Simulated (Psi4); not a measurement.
# One shape, several levels: doublet [C2H8N2]+

Aim: a comparison of 3 runs (UHF/STO-3G, UHF/3-21G, UTPSSh/6-31G*) of doublet [C2H8N2]+. 

The results are computed with Psi4 1.11.

2 further runs of the same task are left out: 1 that didn't finish, 1 set aside as unsound or not needed.

## 1. Starting point

[C2H8N2]+ has 12 atoms, charge +1, and is taken as a doublet. SMILES of the parent species: `CN(C)N`. The coordinates come from a PBE0-D4/def2-TZVP relaxation. This is one conformer, not always the lowest. That shape belongs to the parent species and isn't relaxed for this state.

Bond lengths: C1–N2 1.444 Å, N2–C3 1.443 Å, N2–N4 1.411 Å, C1–H5 1.092 Å, C1–H6 1.107 Å, C1–H7 1.092 Å, C3–H8 1.092 Å, C3–H9 1.089 Å, C3–H10 1.105 Å, N4–H11 1.024 Å, N4–H12 1.013 Å. Some angles: C1–N2–C3 111.9°, C1–N2–N4 112.6°, C3–N2–N4 109.0°, N2–C1–H5 110.0°, N2–C1–H6 112.3°, N2–C1–H7 109.8°, N2–C3–H8 109.5°, N2–C3–H9 109.1°, N2–C3–H10 112.6°, N2–N4–H11 110.5°.

## 2. The energy at UHF/STO-3G (run 1)

File c2h8n2.xyz:

```xyz
12
C2H8N2
C     -0.952780    -0.799160    -0.047750
N     -0.054320     0.204910     0.471800
C      1.328950    -0.161040     0.285210
N     -0.273210     1.476640    -0.098810
H     -0.758940    -1.759430     0.435710
H     -0.844930    -0.935230    -1.140790
H     -1.986150    -0.514420     0.161870
H      1.527520    -1.105400     0.796580
H      1.963760     0.615630     0.709740
H      1.595880    -0.285320    -0.780290
H     -0.434210     1.395340    -1.106410
H     -1.111540     1.867480     0.313130
```

File run_ase.py:

```python
import numpy as np
from ase.calculators.psi4 import Psi4
from ase.io import read

atoms = read('c2h8n2.xyz')
calc = Psi4(atoms=atoms, method='scf', basis='STO-3G', memory='2200MB', num_threads=1, charge=1, multiplicity=2, label='psi4-calc', reference='uhf')
calc.psi4.set_options({'puream': True, 'e_convergence': 1e-09, 'd_convergence': 1e-08, 'scf_type': 'pk', 'maxiter': 100})
atoms.calc = calc

print(f'energy: {atoms.get_potential_energy():.6f} eV')
```

Run with:

```console
$ python run_ase.py
```

psi4-calc.dat:

```text
[...]
  Running in c1 symmetry.
[...]
  Nuclear repulsion =  139.810453614986670
[...]
  Multiplicity = 2
[...]
  Nalpha       = 17
  Nbeta        = 16
[...]
    Number of basis functions: 28
[...]
   @UHF iter   1:  -186.59035450536518   -2.96364e+00   1.24538e-02 ADIIS/DIIS
[...]
   @UHF iter  16:  -186.68488407363844   -1.70530e-13   4.00083e-09 DIIS
[...]
   @S^2 Observed:                7.621166677E-01
[...]
    Orbital Energies [Eh]
    ---------------------
    Alpha Occupied:
       1A    -15.871184     2A    -15.645117     3A    -11.354578
       4A    -11.342758     5A     -1.626670     6A     -1.331774
       7A     -1.208957     8A     -1.093874     9A     -0.976369
      10A     -0.925622    11A     -0.893791    12A     -0.828723
      13A     -0.781398    14A     -0.761556    15A     -0.745374
      16A     -0.720966    17A     -0.618902
    Alpha Virtual:
      18A      0.249577    19A      0.290123    20A      0.326265
      21A      0.397555    22A      0.421684    23A      0.436263
      24A      0.451609    25A      0.470253    26A      0.482320
[...]
  @UHF Final Energy:  -186.68488407363844
   => Energetics <=
    Nuclear Repulsion Energy =            139.8104536149866703
    One-Electron Energy =                -520.6103105600518575
    Two-Electron Energy =                 194.1149728714267439
    Total Energy =                       -186.6848840736384432
  UHF NO Occupations:
  HONO-2 :   15  A 1.9986282
  HONO-1 :   16  A 1.9979003
[...]
 Multipole Moments:
 ------------------------------------------------------------------------------------
     Multipole            Electronic (a.u.)      Nuclear  (a.u.)        Total (a.u.)
 ------------------------------------------------------------------------------------
 L = 1.  Multiply by 2.5417464519 to convert [e a0] to [Debye]
 Dipole X            :         -0.4851848           -0.0294765           -0.5146613
 Dipole Y            :          1.6385083           -2.0905573           -0.4520490
 Dipole Z            :          1.1491766           -1.5037139           -0.3545373
 Magnitude           :                                                    0.7713114
[...]
```

On the terminal:

```text
energy: -5079.954445 eV
```

Run time: 3.6 s. Hardware: 1 thread of Intel Xeon Platinum 8259CL at 2.50GHz (Skylake/Cascade Lake), shared host; peak memory 0.19 GiB.

## 3. Energy and gradient at UHF/3-21G (run 2)

File c2h8n2.inp:

```
memory 2200 mb

molecule mol {
  1 2
  C     -1.80049326    -1.51019353    -0.09023442
  N     -0.10264992     0.38722378     0.89157279
  C      2.51135153    -0.30432150     0.53896879
  N     -0.51629207     2.79044518    -0.18672384
  H     -1.43418875    -3.32484084     0.82337257
  H     -1.59668629    -1.76732856    -2.15578067
  H     -3.75327954    -0.97211291     0.30588997
  H      2.88659445    -2.08890326     1.50531804
  H      3.71096857     1.16337209     1.34121422
  H      3.01577613    -0.53917666    -1.47453440
  H     -0.82053798     2.63681045    -2.09081188
  H     -2.10050618     3.52902574     0.59172994
  units bohr
  symmetry c1
  no_reorient
  no_com
}

set globals {
  basis         3-21G
  reference     uhf
  puream        true
  e_convergence 1e-09
  d_convergence 1e-08
  scf_type      pk
  maxiter       100
}

energy_value, wavefunction = gradient('hf', return_wfn=True)
oeprop(wavefunction, 'QUADRUPOLE', 'MULLIKEN_CHARGES', 'LOWDIN_CHARGES')
```

Run with:

```console
$ psi4 -i c2h8n2.inp -o c2h8n2.out -n 1
```

c2h8n2.out, cut to the lines that bear on the results:

```text
[...]
  Running in c1 symmetry.
[...]
  Nuclear repulsion =  139.810453690144044
[...]
  Multiplicity = 2
[...]
  Nalpha       = 17
  Nbeta        = 16
[...]
    Number of basis functions: 52
[...]
   @UHF iter   1:  -187.79639413252372   -3.60521e-01   7.63224e-03 DIIS/ADIIS
[...]
   @UHF iter  17:  -187.90572732036230   -1.19371e-12   5.31377e-09 DIIS
[...]
   @S^2 Observed:                7.647217926E-01
[...]
  @UHF Final Energy:  -187.90572732036230
   => Energetics <=
    Nuclear Repulsion Energy =            139.8104536901440440
    One-Electron Energy =                -522.0800381583994749
    Two-Electron Energy =                 194.3638571478930999
    Total Energy =                       -187.9057273203623026
  UHF NO Occupations:
  HONO-2 :   15  A 1.9983417
  HONO-1 :   16  A 1.9977105
[...]
  -Total Gradient:
     Atom            X                  Y                   Z
    ------   -----------------  -----------------  -----------------
       1        0.050307332739     0.044592721248    -0.018401213794
       2       -0.017170061907     0.013125678041     0.077870098231
       3       -0.055492268929     0.011523870058    -0.031714995644
       4        0.027439939887    -0.042431557250    -0.007135534069
       5        0.001705274172    -0.007427038895     0.004532828186
       6       -0.007358947405    -0.009850687257    -0.015343481429
       7       -0.006691134690     0.001965285248     0.002035150788
       8        0.001615833396    -0.006597356325     0.004340248298
       9        0.005086900880     0.004212369384     0.004267333151
      10        0.014510473039    -0.005600691723    -0.010668761592
      11       -0.010785895645     0.003503653012    -0.005775763581
      12       -0.003167445535    -0.007016245541    -0.004005908545
[...]
```

Run time: 4.8 s. Hardware: 1 thread of Intel Xeon Platinum 8259CL at 2.50GHz (Skylake/Cascade Lake), shared host; peak memory 0.2 GiB.

## 4. A single-point energy at UTPSSh/6-31G(d) (spherical functions) (run 3)

File job.py:

```python
import psi4

psi4.set_memory('2200 MB')
psi4.set_num_threads(1)
psi4.set_output_file('output.dat', False)

m = psi4.geometry("""
1 2
C     -0.952780    -0.799160    -0.047750
N     -0.054320     0.204910     0.471800
C      1.328950    -0.161040     0.285210
N     -0.273210     1.476640    -0.098810
H     -0.758940    -1.759430     0.435710
H     -0.844930    -0.935230    -1.140790
H     -1.986150    -0.514420     0.161870
H      1.527520    -1.105400     0.796580
H      1.963760     0.615630     0.709740
H      1.595880    -0.285320    -0.780290
H     -0.434210     1.395340    -1.106410
H     -1.111540     1.867480     0.313130
symmetry c1
""")

psi4.set_options({
    'basis': '6-31G*',
    'reference': 'uks',
    'puream': True,
    'e_convergence': 1e-09,
    'd_convergence': 1e-08,
    'scf_type': 'pk',
    'dft_radial_points': 99,
    'dft_spherical_points': 590,
    'maxiter': 100,
})

e = psi4.energy("TPSSH", molecule=m)
print('E =', round(e, 9))
```

Run with:

```console
$ python job.py
```

output.dat:

```text
[...]
  Running in c1 symmetry.
[...]
  Nuclear repulsion =  139.810453614986670
[...]
  Multiplicity = 2
[...]
  Nalpha       = 17
  Nbeta        = 16
[...]
    Number of basis functions: 72
[...]
   @UKS iter   1:  -189.97475475746714    1.11928e-02   9.18574e-03 ADIIS/DIIS
[...]
   @UKS iter  16:  -190.17893062174784   -1.53477e-12   2.89280e-09 DIIS
[...]
   @S^2 Observed:                7.538596666E-01
[...]
    Orbital Energies [Eh]
    ---------------------
    Alpha Occupied:
       1A    -14.634837     2A    -14.523393     3A    -10.375701
       4A    -10.362749     5A     -1.253088     6A     -1.044856
       7A     -0.940979     8A     -0.849909     9A     -0.755373
      10A     -0.738044    11A     -0.701206    12A     -0.658639
      13A     -0.614439    14A     -0.603093    15A     -0.582783
      16A     -0.535724    17A     -0.485421
    Alpha Virtual:
      18A     -0.136359    19A     -0.109434    20A     -0.069916
      21A     -0.062111    22A     -0.061399    23A     -0.051971
      24A     -0.040838    25A     -0.016464    26A     -0.010239
[...]
  @UKS Final Energy:  -190.17893062174784
   => Energetics <=
    Nuclear Repulsion Energy =            139.8104536149866703
    One-Electron Energy =                -524.3574513650339668
    Two-Electron Energy =                 219.1419480609260120
    DFT Exchange-Correlation Energy =     -24.7738809326265574
    Empirical Dispersion Energy =           0.0000000000000000
    VV10 Nonlocal Energy =                  0.0000000000000000
    Total Energy =                       -190.1789306217478384
[...]
 Multipole Moments:
 ------------------------------------------------------------------------------------
     Multipole            Electronic (a.u.)      Nuclear  (a.u.)        Total (a.u.)
 ------------------------------------------------------------------------------------
 L = 1.  Multiply by 2.5417464519 to convert [e a0] to [Debye]
 Dipole X            :         -0.4065947           -0.0294765           -0.4360712
 Dipole Y            :          1.7294893           -2.0905573           -0.3610680
 Dipole Z            :          1.0123078           -1.5037139           -0.4914061
 Magnitude           :                                                    0.7496720
[...]
```

Standard output:

```text
E = -190.178930622
```

Wall time 3.2 min (1 thread of Intel Xeon Platinum 8259CL at 2.50GHz (Skylake/Cascade Lake), shared host); peak memory 1.4 GiB.

## 5. All runs side by side

| run | level | task | integration grid | energy (Eh) | HOMO energy (eV) | LUMO energy (eV) | ⟨S²⟩ | wall time |
| --- | --- | --- | --- | --- | --- | --- | --- | --- |
| 1 | UHF/STO-3G | energy | – | -186.684884 | -16.84 | -3.71 | 0.762 | 3.6 s |
| 2 | UHF/3-21G | gradient | – | -187.905727 | -17.66 | -5.26 | 0.765 | 4.8 s |
| 3 | UTPSSh/6-31G* (spherical functions) | energy | 99 radial × 590 angular | -190.178931 | -12.94 | -11.31 | 0.754 | 3.2 min |

## 6. Outcome

| quantity | value |
| --- | --- |
| run 3: total energy | -190.17893 Eh |
| run 3: HOMO energy (highest over α and β) | -12.94 eV |
| run 3: LUMO energy (lowest over α and β) | -11.31 eV |
| run 3: ⟨S²⟩ | 0.754 |

In words: In run 1 the basis is minimal, so the values are rough. All runs together took 3.3 min, the longest 3.2 min.
